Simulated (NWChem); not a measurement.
**Ionisation of Na (-1)**

```
Na
```
Charge -1, spin multiplicity 1.

The numbers come from NWChem runs, not from measurements.

Basis set: def2-TZVPD. The species with one electron less has spin multiplicity 2. Δ marks differences of total energies (open shells unrestricted). −ε marks an orbital energy of the parent. That orbital need not have the symmetry of the hole or added electron in the Δ rows.

B3LYP has NWChem's definition, with VWN1-RPA local correlation. No SCF solution was tested for a lower state.

Task: For the first vertical ionisation energy, ΔBLYP gives 0.40 eV and G0W0@LDA (SVWN5) gives 0.24 eV. What do −ε(HOMO) of PBE0, ΔB3LYP give?

Result: −ε(HOMO) of PBE0: -0.67 eV; ΔB3LYP: 0.51 eV.
